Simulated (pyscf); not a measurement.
F–SiH₂–SiH₂–F (SMILES F[SiH2][SiH2]F) → F–SiH₂–SiH₂–F (SMILES F[SiH2][SiH2]F) (concerted two-bond exchange; singlet surface; F–Si, F–Si broken, F–Si, F–Si formed). Structures and frequencies: ωB97X-D3(BJ)/def2-SVP in PySCF. Correlated levels are frozen-core, on RHF or UHF. ΔMP2 is the change of the MP2 total energy from the triple- to the quadruple-zeta basis. Energies in kcal/mol from the reactant's lowest minimum found.

```json
[
 {"level": "ωB97X-D3(BJ)/def2-TZVP", "barrier": "___", "reaction energy": "0.0"},
 {"level": "PBE/def2-TZVP", "barrier": "59.4", "reaction energy": "0.0"},
 {"level": "r²SCAN/def2-TZVP", "barrier": "64.6", "reaction energy": "0.0"},
 {"level": "PBE0-D3(BJ)/def2-TZVP", "barrier": "64.1", "reaction energy": "0.0"},
 {"level": "HF/def2-TZVP", "barrier": "74.8", "reaction energy": "0.0"},
 {"level": "CCSD/def2-TZVPP", "barrier": "68.2", "reaction energy": "0.0"},
 {"level": "CCSD(T)/def2-TZVPP + ΔMP2(QZVPP)", "barrier": "___", "reaction energy": "0.0"}
]
```

Problem. What belongs in the gaps?

Solution. 
- ωB97X-D3(BJ)/def2-TZVP, barrier: 64.5
- CCSD(T)/def2-TZVPP + ΔMP2(QZVPP), barrier: 66.5

The same reactants have a lower exit, to F–SiH: [singlet] + F–SiH₃ (barrier +43.3 kcal/mol at ωB97M-D3(BJ)/def2-TZVP, against +61.8 kcal/mol here). F–SiH₂–SiH₂–F lies 7.8 kcal/mol over its isomer F–SiH(F)–SiH₃ (electronic energy, ωB97M-D3(BJ)/def2-TZVP). This is the saddle that the search found; another between the same sides may lie lower. The CCSD(T) − MP2 part came from Ansatz, without density fitting, on the same reference.
